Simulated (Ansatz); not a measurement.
BH2(SMe) (CH₅BS), relaxed as a singlet with RKS PBE0-D4/def2-TZVP in Ansatz, starting from the GFN2-xTB geometry. Force threshold 0.02 eV/Å.

Start:

```xyz
8

B     1.3471   -0.6928    0.4480
H     1.7515    0.3850    0.2484
H     2.0303   -1.5664    0.8097
S    -0.3433   -1.0571    0.2329
C    -1.0834    0.5131   -0.3494
H    -0.5150    1.3552    0.0281
H    -2.1030    0.5493    0.0180
H    -1.0842    0.5138   -1.4355
```

Q: Estimate the energy that the relaxation releases and the steps that it takes.

A: 0.7 kcal/mol, in 16 steps; 15 s on 4 threads of Arm Neoverse V1 on a shared host. The force fell under the threshold at step 11, but the optimiser went on. No frequencies were taken in this run, so the end may be a saddle point.

Q: Does the start keep its bonding and symmetry?

A: By distances, no bond broke or formed. The bond that changes most is B1–H3, from 1.17 to 1.19 Å (atoms count from 1).

Q: Predict the relaxed structure.

A: 
```xyz
8

B     1.3433   -0.6789    0.5011
H     1.7265    0.4516    0.5070
H     2.0331   -1.5992    0.8164
S    -0.2912   -1.0787    0.0219
C    -1.0798    0.4938   -0.3977
H    -0.3938    1.3161   -0.2045
H    -1.9789    0.6115    0.2068
H    -1.3593    0.4839   -1.4509
```
Bond lengths: 1 × C–S 1.81 Å; 1 × B–S 1.75 Å; 3 × C–H 1.09 Å; 2 × B–H 1.19 Å.
